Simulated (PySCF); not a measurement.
## Core-level binding energies of `C=C1CCC1=C`

Species: C6H8.
Cartesian coordinates in Å at the GFN2-xTB level; atoms count from 1:
```xyz
14
C6H8 angstrom
C      1.962   -0.374   -0.446
C      0.699   -0.330   -0.056
C     -0.188   -1.267    0.730
C     -1.338   -0.249    0.567
C     -0.391    0.635   -0.209
C     -0.511    1.816   -0.793
H      2.598   -1.211   -0.210
H      2.404    0.426   -1.016
H     -0.358   -2.230    0.251
H      0.134   -1.436    1.756
H     -2.189   -0.609   -0.009
H     -1.700    0.187    1.497
H      0.315    2.277   -1.307
H     -1.439    2.363   -0.778
```

The calculation used delta-SCF UKS SCAN, pcX-2 on the ionised atom, pcseg-1 elsewhere, spin-free X2C in PySCF 2.14.0. Binding energies are ΔSCF values: E(core-ionised, relaxed orbitals) − E(ground state) at a fixed geometry, referred to the vacuum level.

Problem. What binding energy does each computed site have?

Solution. 
| atom(s) | environment | level | binding energy (eV) | above the level's lowest (eV) | count |
| --- | --- | --- | --- | --- | --- |
| C1/C6 | terminal =CH2 carbon | C 1s | 289.56 | 0.00 | 2 |
| C2/C5 | fully substituted alkene carbon | C 1s | 290.29 | +0.73 | 2 |
| C3/C4 | allylic carbon | C 1s | 290.47 | +0.91 | 2 |

Lowest listed C 1s: C1/C6, bonded to C (double bond) and 2 H. Highest, 0.91 eV above it: C3/C4, bonded to 2 C and 2 H.

Problem. What is the C 1s shift of C3/C4 against C2/C5?

Solution. 290.47 − 290.29 = +0.18 eV, or +17 kJ/mol.

Atoms equivalent by their bonding share one computed value, that of the first of them. Spin contamination (⟨S²⟩ against 0.75 for a pure doublet) is marked for C 1s of C2/C5 (0.94), which makes this value less certain. Isolated species at its GFN2-xTB geometry, gas phase.

Hardware: one thread of an Arm Neoverse V1, no GPU, on a shared host. Cost: 32 s wall.
